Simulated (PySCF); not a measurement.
Partners of methanol

Gas-phase complexes of methanol, each in one structure from a short search with a few starts, optimised by PBE0-D3(BJ)/def2-TZVPD; other ways of binding may lie lower. Energies in kcal/mol, wB97M-D3(BJ)/def2-TZVPD, counterpoise-corrected (PySCF): interaction is complex less parts frozen as they stand in it, binding adds what it costs to deform them. Contacts are written partner···methanol; electrostatic, Pauli and orbital are terms of the uncorrected same energy, whose rest is dispersion or correlation.

Frequency runs check only 2 of the 7 structures; these show no clear imaginary mode.

Q: Order these partners of methanol by binding energy, strongest first: cyanide, ammonia, acetylene, Na+, hydrogen fluoride, K+, bromide.

A: Na+ (-26.3), K+ (-18.6), cyanide (-17.0), bromide (-13.4), hydrogen fluoride (-9.8), ammonia (-6.6), acetylene (-3.2).
| partner | contact | distance (Å) | binding | interaction | electrostatic | Pauli | orbital |
| --- | --- | --- | --- | --- | --- | --- | --- |
| Na+ | Na···O | 2.19 | -26.3 | -26.5 | -26.5 | 9.5 | -8.8 |
| K+ | K···O | 2.60 | -18.6 | -18.6 | -19.9 | 8.2 | -6.3 |
| cyanide | N···H | 1.70 | -17.0 | -18.5 | -26.7 | 24.4 | -15.6 |
| bromide | Br···H | 2.28 | -13.4 | -14.2 | -18.0 | 13.6 | -8.8 |
| hydrogen fluoride | H···O | 1.63 | -9.8 | -10.2 | -17.1 | 17.5 | -9.7 |
| ammonia | N···H | 1.92 | -6.6 | -6.9 | -12.9 | 12.5 | -5.7 |
| acetylene | H···O | 2.15 | -3.2 | -3.3 | -5.1 | 4.5 | -1.8 |
